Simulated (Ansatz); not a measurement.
## Isomers

Structures of CH₅BMg, closed shell, relaxed at PBE0-D4/def2-TZVP (vibrations not checked; lower isomers may exist, and structures with a doubtful reference or unclear bonds are left out). Ansatz 0.2.0; basis: def2-TZVPP; cores frozen in the correlated methods. The outer core shell of Li, Na, Mg and K is correlated. The def2 sets are not built for correlating such inner shells, so the correlated values are less sure here. B3LYP uses VWN-RPA correlation.

Question: Rank them by CCSD(T) energy, lowest first, and give each one's height above the lowest. Links in brackets join atoms within 1.22 times the sum of their covalent radii (1.1 for two metals). (Judge from chemistry; the value comes from the calculation.)
A.
CH₅BMg ([BH2]1[CH2][MgH]1)
```
8
angstrom
C -0.3883 0.6534 0.5147
B -0.0102 0.7247 -0.9118
Mg 0.3413 -1.3861 0.4338
H -1.4218 0.4956 0.8338
H 1.1159 1.0111 -1.2391
H -0.7703 0.3493 -1.7716
H 0.2390 1.0763 1.3036
H 0.8264 -2.9927 0.6820
```
B.
CH₅BMg ([BH2][Mg][CH3])
```
8
angstrom
B -1.3495 1.3685 -1.5397
Mg -0.0957 0.0970 -0.1074
C 1.0500 -1.0648 1.1985
H -2.1982 0.9177 -2.2651
H -1.2329 2.5618 -1.6511
H 1.4136 -0.4847 2.0537
H 1.9320 -1.4880 0.7051
H 0.4808 -1.9075 1.6060
```
C.
CH₅BMg ([CH3][BH][MgH])
```
8
angstrom
C -0.2847 0.9671 -0.7654
B 0.2983 0.2410 0.4857
Mg 0.3835 -2.0250 0.8645
H -1.3005 1.2386 -0.4191
H 0.1939 1.9224 -1.0053
H -0.4185 0.3823 -1.6767
H 0.6707 0.9910 1.3581
H 0.4574 -3.7174 1.1582
```
D.
a complex of MgBH ([BH][Mg]) + CH₄
```
8
angstrom
B -0.9494 0.6669 -1.7374
Mg -1.6215 0.3759 0.5322
C 1.3102 -1.2219 1.0664
H -1.8052 1.2848 -2.3660
H 1.0084 -0.8142 0.0984
H 1.3617 -0.4279 1.8131
H 2.2967 -1.6746 0.9640
H 0.6027 -1.9855 1.3935
```

Answer: By the calculation: A (0.00 kcal/mol), C (24.43 kcal/mol), B (27.63 kcal/mol), D (71.94 kcal/mol). Heights count from the lowest.

Question: Do PBE-D4, r2SCAN-D4, PBE0-D4, B3LYP-D4, wB97M-V, HF, MP2 give the same order? (Judge from chemistry; the calculation decides.)

Answer: Computed: All do.

T1 diagnostic: at most 0.023. The restricted Hartree–Fock reference is unstable towards an unrestricted one at one or more of these structures. A large double-excitation amplitude points to some diradical character; no triplet was computed.

For scale, one of the runs: CCSD(T)/def2-TZVPP, 164 basis functions, launched by `ansatz run in.yaml --threads 2 --pin off --events-out ev --progress --plain --max-ram 4352MiB`. Hardware: 2 CPU threads of an Arm Neoverse V2, shared host. Wall time 34 s; peak host memory 1.4 GiB.
